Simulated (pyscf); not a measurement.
## Multi-bond step: `[SiH3][AsH2]` + `[SiH4]` → `[SiH3][SiH2][AsH2]` + `[H][H]`

Gas phase, singlet surface, charge 0. Bonds broken: As1–H5, Si2–H3, Si8–H9. Bonds formed: As1–H3, Si2–Si8, H5–H9. Structures and frequencies: ωB97X-D3(BJ)/def2-SVP in PySCF.

Transition state (Å):

```xyz
12

As     0.8015     1.3167    -0.5990
Si    -0.0025    -0.8164    -0.4287
H      1.1278    -0.2552    -1.5744
H     -0.2081     1.6093    -1.6947
H     -0.4511     1.6908     0.6444
H      0.8897    -1.8845     0.0884
H     -1.0374    -1.2881    -1.3814
Si    -1.4957    -0.5155     1.7966
H     -1.0606     0.9895     1.0669
H     -0.5662    -0.5348     2.9661
H     -1.7311    -1.9526     1.4193
H     -2.8454    -0.0380     2.2299
```

One imaginary mode, 1345i cm⁻¹; descent along it reached the two sides named.

```json
[
 {"bond": "As1–H5", "change": "breaks", "reactant side (Å)": "1.519", "saddle": "1.804", "product side": "3.1"},
 {"bond": "Si2–H3", "change": "breaks", "reactant side (Å)": "1.492", "saddle": "1.704", "product side": "2.9"},
 {"bond": "Si8–H9", "change": "breaks", "reactant side (Å)": "1.491", "saddle": "1.728", "product side": "3.4"},
 {"bond": "As1–H3", "change": "forms", "reactant side (Å)": "3.1", "saddle": "1.879", "product side": "1.520"},
 {"bond": "Si2–Si8", "change": "forms", "reactant side (Å)": "4.0", "saddle": "2.7", "product side": "2.334"},
 {"bond": "H5–H9", "change": "forms", "reactant side (Å)": "2.9", "saddle": "1.021", "product side": "0.761"}
]
```

Electronic energies relative to the separated reactants (kcal/mol):

| level | barrier | reaction energy | reverse barrier |
|---|---|---|---|
| ωB97X-D3(BJ)/def2-TZVP | 73.9 | +0.1 | 73.8 |
| PBE/def2-TZVP | 58.2 | +1.4 | 56.8 |
| r²SCAN/def2-TZVP | 63.8 | +2.1 | 61.8 |
| B3LYP-D3(BJ)/def2-TZVP | 70.1 | +3.0 | 67.1 |
| PBE0-D3(BJ)/def2-TZVP | 64.2 | +1.0 | 63.1 |
| M06-2X/def2-TZVP | 72.9 | +3.0 | 69.8 |
| ωB97M-D3(BJ)/def2-TZVP | 74.8 | +4.9 | 69.9 |
| HF/def2-TZVP | 111.9 | +11.5 | 100.4 |

With ωB97M-D3(BJ)/def2-TZVP energies and thermal terms (ideal gas, 1 atm, RRHO with modes under 100 cm⁻¹ raised to 100, one conformer, R ln 2 for chiral ones without a mode under 150 cm⁻¹), in kcal/mol:

```csv
T (K),ΔH‡,ΔG‡,ΔH,ΔG
298,72.1,82.4,+3.5,+4.4
600,72.8,92.7,+5.1,+4.7
900,73.9,102.4,+6.0,+4.2
1200,75.0,111.7,+6.7,+3.5
```

The same reactants have a lower exit, to H₃Si–AsH–SiH₃ + H₂ (barrier +61.5 kcal/mol at ωB97M-D3(BJ)/def2-TZVP, against +74.8 kcal/mol here). H₃Si–SiH₂–AsH₂ lies 7.4 kcal/mol over its isomer H₃Si–AsH–SiH₃ (electronic energy, ωB97M-D3(BJ)/def2-TZVP). This is the saddle that the search found; another between the same sides may lie lower. Elements up to Kr have no core potential and no relativistic terms here.
